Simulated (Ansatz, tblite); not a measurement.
# SiH2Me(SiH3) (CH₈Si₂): a ladder of methods and basis sets

The task here is to estimate one member of a computed series from the others.

Program: Ansatz 0.2.0, Gaussian basis. Level of theory: as each input shows. These are calculated values, not measurements.

The runs, in order: GFN1-xTB, GFN2-xTB, PBE-D4/def2-TZVP, r2SCAN-D4/def2-TZVP, LC-ωPBE/def2-TZVP, B3LYP-D4/def2-TZVP, ωB97X-V/def2-TZVP, r2SCAN0-D4/def2-TZVP, B97M-V/def2-TZVP, LDA/def2-TZVP, r2SCANh-D4/def2-TZVP, PBE-D4/def2-SVP, PBE0-D4/def2-SVP, HF/STO-3G, HF/6-31G, B3LYP-D4/6-31G, PBE0-D4/def2-TZVPD, PBE-D4/def2-TZVPD, r2SCAN-D4/def2-TZVPD, CCSD(T)/def2-TZVPP, MP2/def2-TZVP, RPA/def2-TZVP.

1 further run of the same task is left out (it didn't finish).

### The relaxed structure

The geometry is that of the singlet, from an earlier relaxation (r2SCAN-D4/def2-SVP).

11 atoms, charge 0, spin multiplicity 1.

Bond lengths: Si1–H2 1.498 Å, Si1–H3 1.498 Å, Si1–C4 1.886 Å, Si1–Si8 2.349 Å, C4–H5 1.102 Å, C4–H6 1.101 Å, C4–H7 1.101 Å, Si8–H9 1.497 Å, Si8–H10 1.496 Å, Si8–H11 1.497 Å. Angles: H2–Si1–H3 107.4°, H2–Si1–C4 110.3°, H2–Si1–Si8 108.8°, H3–Si1–C4 110.2°, H3–Si1–Si8 108.9°, C4–Si1–Si8 111.1°, Si1–C4–H5 110.8°, Si1–C4–H6 111.1°, Si1–C4–H7 111.0°, H5–C4–H6 107.9°, H5–C4–H7 107.9°, H6–C4–H7 108.0°, Si1–Si8–H9 110.3°, Si1–Si8–H10 111.5°, Si1–Si8–H11 110.3°, H9–Si8–H10 108.3°, H9–Si8–H11 107.9°, H10–Si8–H11 108.3°.

Geometry (Å):

```xyz
11
CH8Si2
Si    0.6983    0.1772    0.4903
H     0.7319    0.1533    1.9879
H     2.1171    0.1712    0.0092
C    -0.1908    1.7249   -0.1195
H     0.3097    2.6349    0.2480
H    -1.2342    1.7466    0.2321
H    -0.2017    1.7655   -1.2200
Si   -0.3718   -1.7687   -0.2745
H    -1.7740   -1.8300    0.2462
H     0.3501   -3.0011    0.1707
H    -0.4346   -1.7739   -1.7704
```

PBE0-D4/def2-TZVP was run before; its log isn't repeated, and its numbers join the tables.

Set-up of the first run:

Tight binding, by tblite at 300 K electronic temperature and without a spin-polarisation term:

```python
tblite.interface.Calculator('GFN1-xTB', numbers, positions, charge=0, uhf=0).singlepoint()
```

Tight binding, by tblite at 300 K electronic temperature and without a spin-polarisation term:

```python
tblite.interface.Calculator('GFN2-xTB', numbers, positions, charge=0, uhf=0).singlepoint()
```

start.molden holds the orbitals of an earlier run on this state, given as this run's starting guess.

in.yaml

```yaml
crystal:
  periodic: [false, false, false]
  atoms:
    - {symbol: Si, position_ang: [0.698289, 0.177173, 0.490285]}
    - {symbol: H, position_ang: [0.731874, 0.153348, 1.987946]}
    - {symbol: H, position_ang: [2.117134, 0.171182, 0.009191]}
    - {symbol: C, position_ang: [-0.190780, 1.724925, -0.119532]}
    - {symbol: H, position_ang: [0.309683, 2.634928, 0.248032]}
    - {symbol: H, position_ang: [-1.234151, 1.746554, 0.232073]}
    - {symbol: H, position_ang: [-0.201739, 1.765505, -1.219972]}
    - {symbol: Si, position_ang: [-0.371758, -1.768726, -0.274532]}
    - {symbol: H, position_ang: [-1.774047, -1.829984, 0.246197]}
    - {symbol: H, position_ang: [0.350100, -3.001056, 0.170675]}
    - {symbol: H, position_ang: [-0.434614, -1.773860, -1.770363]}
basis:
  gaussian: {orbitals: def2-TZVP, initial_orbitals: start.molden}
hamiltonian: {xc: pbe, dispersion: d4}
scf: {omitted_lower_state_checks: [starts]}
output: {forces: true, orbitals: {seedname: orbitals}}
```

Started as:

```console
$ ansatz run in.yaml --threads 4 --pin off --events-out ev --progress --plain --max-ram 3916MiB
```

Among the steps run: PBE-D4/def2-TZVP; r2SCAN-D4/def2-TZVP; LC-ωPBE/def2-TZVP; B3LYP-D4/def2-TZVP; ωB97X-V/def2-TZVP; r2SCAN0-D4/def2-TZVP; B97M-V/def2-TZVP; LDA/def2-TZVP; r2SCANh-D4/def2-TZVP; PBE-D4/def2-SVP; PBE0-D4/def2-SVP; HF/STO-3G; HF/6-31G; B3LYP-D4/6-31G; PBE0-D4/def2-TZVPD; PBE-D4/def2-TZVPD; r2SCAN-D4/def2-TZVPD; CCSD(T)/def2-TZVPP; MP2/def2-TZVP; RPA/def2-TZVP.

One table of the session follows, with a row left open; its other results are not shown here.

```
               level  HOMO (eV)  LUMO (eV)  gap (eV)
           HF/STO-3G      -8.47      10.93     19.40
            HF/6-31G     -10.60       3.65     14.25
       LDA/def2-TZVP      -6.97      -0.85      6.12
     PBE-D4/def2-SVP      -6.91      -0.36      6.55
    PBE-D4/def2-TZVP      -6.91      -0.68      6.22
   PBE-D4/def2-TZVPD      -6.92      -0.85      6.06
 r2SCAN-D4/def2-TZVP      -7.16      -0.35      6.81
r2SCAN-D4/def2-TZVPD      -7.16      -0.44      6.72
    B97M-V/def2-TZVP      -7.28      -0.66      6.62
r2SCANh-D4/def2-TZVP      -7.57      -0.07      7.49
      B3LYP-D4/6-31G      -7.86       0.62      8.48
  B3LYP-D4/def2-TZVP      -7.83      -0.07      7.76
    PBE0-D4/def2-SVP      -8.07       0.44      8.51
   PBE0-D4/def2-TZVP      -8.02       0.13      8.15
  PBE0-D4/def2-TZVPD      -8.03      -0.11      7.91
r2SCAN0-D4/def2-TZVP          ?          ?         ?
   LC-ωPBE/def2-TZVP     -10.63       2.23     12.86
   ωB97X-V/def2-TZVP     -10.31       2.08     12.38
```

Estimate the missing values for r2SCAN0-D4/def2-TZVP.

Worked estimate for «HOMO (eV)». Against the share of exact exchange, r2SCAN-D4/def2-TZVP (0, -7.16), r2SCANh-D4/def2-TZVP (0.1, -7.57) give a slope of -4.10 per unit share; at 0.25 the line stands at -8.18.

**Answer.** HOMO (eV): -8.19; LUMO (eV): 0.33; gap (eV): 8.52. In «HOMO (eV)» the line misses by +0.01.
